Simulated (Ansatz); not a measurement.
Input file for Ansatz (a first-principles code): R-r2SCAN/def2-TZVPP on allene (SMILES C=C=C), atoms moved off the minimum.

Ansatz 0.2 input:
```yaml
crystal:
  periodic: [false, false, false]
  atoms:
    - {symbol: C, position_ang: [1.35846634, -0.03806184, -0.07374912]}
    - {symbol: C, position_ang: [-0.01176610, -0.10334467, -0.11691941]}
    - {symbol: C, position_ang: [-1.34440914, 0.05872623, -0.07091066]}
    - {symbol: H, position_ang: [1.98402775, -0.76561843, -0.59590679]}
    - {symbol: H, position_ang: [2.17416247, 0.50686908, 0.80491507]}
    - {symbol: H, position_ang: [-1.93864607, 0.42654788, -0.61854240]}
    - {symbol: H, position_ang: [-1.66723769, -0.68115968, 0.69847329]}
basis:
  gaussian:
    orbitals: def2-TZVPP
hamiltonian:
  xc: {name: r2SCAN}
scf: {lower_state_search: off}
output: {forces: true}
```

The head of its log:

```
WARN ansatz: RAYON_NUM_THREADS=1 ignored (pool sized by the plan → 1); use --threads N
Functional definition: r2SCAN
these checks for a lower state are left out or cut short: stability, starts, cluster_reference, orbital_swaps, neighbouring_geometries, increment
integrals: 0.04 GiB planned
776 factors; their error is unknown
mean field: 0.43 GiB planned
mean field evaluation 1: about -3163.5417 eV, gradient 5.6e1 eV
mean field evaluation 2: about -3159.4745 eV, gradient 6.3e1 eV
```

**Question.** What total energy does the run end on?

**Answer.** -116.5424 hartree.
